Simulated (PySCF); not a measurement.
## SiCl⁺: one state, many levels of theory

State: ¹Σ⁺ (singlet), closed shell. Set-up: basis Si def2-TZVPPD, Cl def2-TZVPPD; no relativity; PySCF 2.14. De refers to Si⁺ + Cl in their high-spin ground configurations, without counterpoise correction. A positive dipole points towards Cl; it is taken about the centre of mass and depends on that origin.

```json
{"Level": "RHF", "Re (Å)": "1.945", "ωe (cm⁻¹)": "697", "De (eV)": "3.71", "μ (D)": "-3.57", "CPU s a point (SCF and correlation, without the integrals)": "0.63"}
{"Level": "RHF-MP2", "Re (Å)": "1.954", "ωe (cm⁻¹)": "685", "De (eV)": "5.27", "μ (D)": "n/a", "CPU s a point (SCF and correlation, without the integrals)": "0.97"}
{"Level": "RHF-SCS-MP2", "Re (Å)": "1.955", "ωe (cm⁻¹)": "683", "De (eV)": "5.10", "μ (D)": "n/a", "CPU s a point (SCF and correlation, without the integrals)": "n/a"}
{"Level": "RHF-CCSD", "Re (Å)": "1.953", "ωe (cm⁻¹)": "685", "De (eV)": "4.89", "μ (D)": "n/a", "CPU s a point (SCF and correlation, without the integrals)": "n/a"}
{"Level": "RHF-CCSD(T)", "Re (Å)": "1.959", "ωe (cm⁻¹)": "674", "De (eV)": "5.07", "μ (D)": "n/a", "CPU s a point (SCF and correlation, without the integrals)": "10"}
{"Level": "PBE", "Re (Å)": "1.975", "ωe (cm⁻¹)": "642", "De (eV)": "5.45", "μ (D)": "-3.22", "CPU s a point (SCF and correlation, without the integrals)": "1.5"}
{"Level": "PBEsol", "Re (Å)": "1.967", "ωe (cm⁻¹)": "651", "De (eV)": "5.75", "μ (D)": "-3.15", "CPU s a point (SCF and correlation, without the integrals)": "1.2"}
{"Level": "PW91", "Re (Å)": "1.973", "ωe (cm⁻¹)": "642", "De (eV)": "5.46", "μ (D)": "-3.23", "CPU s a point (SCF and correlation, without the integrals)": "0.97"}
{"Level": "r²SCAN", "Re (Å)": "1.960", "ωe (cm⁻¹)": "664", "De (eV)": "5.36", "μ (D)": "-3.15", "CPU s a point (SCF and correlation, without the integrals)": "2.2"}
{"Level": "M06-L", "Re (Å)": "1.954", "ωe (cm⁻¹)": "678", "De (eV)": "5.54", "μ (D)": "-3.15", "CPU s a point (SCF and correlation, without the integrals)": "2.9"}
{"Level": "PBE0", "Re (Å)": "1.955", "ωe (cm⁻¹)": "673", "De (eV)": "5.24", "μ (D)": "-3.28", "CPU s a point (SCF and correlation, without the integrals)": "3.7"}
{"Level": "M06-2X", "Re (Å)": "1.953", "ωe (cm⁻¹)": "678", "De (eV)": "5.27", "μ (D)": "-3.49", "CPU s a point (SCF and correlation, without the integrals)": "3"}
{"Level": "ωB97M-V", "Re (Å)": "1.954", "ωe (cm⁻¹)": "679", "De (eV)": "5.35", "μ (D)": "-3.45", "CPU s a point (SCF and correlation, without the integrals)": "6.9"}
{"Level": "B2PLYP", "Re (Å)": "1.961", "ωe (cm⁻¹)": "664", "De (eV)": "5.12", "μ (D)": "-3.54", "CPU s a point (SCF and correlation, without the integrals)": "2.4"}
```

Q: Which functional lies closest to RHF-CCSD(T) in De, which farthest, and by how much do they differ from it?

A: Closest is B2PLYP (+0.2 pm in Re, -1.5 % in ωe, +0.05 eV in De against RHF-CCSD(T) in the same basis), farthest PBEsol (+0.8 pm in Re, -3.4 % in ωe, +0.68 eV in De). CCSD(T) converges more slowly with the basis than the functionals do and binds too weakly in this one, so the order can change at the basis-set limit.

Q: What does the step from GGA to meta-GGA do here, going from PBE to r²SCAN?

A: r²SCAN less PBE: -1.5 pm in Re, +3.4 % in ωe, -0.09 eV in De. 

Q: What does second-order correlation do here, going from RHF to RHF-MP2?

A: RHF-MP2 less RHF: +0.9 pm in Re, -1.7 % in ωe, +1.56 eV in De. Correlation nearly always deepens the well. The bond lengthens, as in strong covalent bonds, where excitations into antibonding orbitals dominate.

Correlated steps freeze 10 core orbitals. For an ion De counts to the pair picked by the measured ionisation energies or electron affinities, which need not be the lowest pair at this level. Where the molecule has an RHF reference, its open-shell atoms are computed with UHF. B2PLYP dipoles, levels and charges come from its SCF part alone.

The whole job (state search and all levels along the bond) took about 3.9 min on 2 threads of Arm Neoverse V2 (shared host), peak memory 3 GiB.
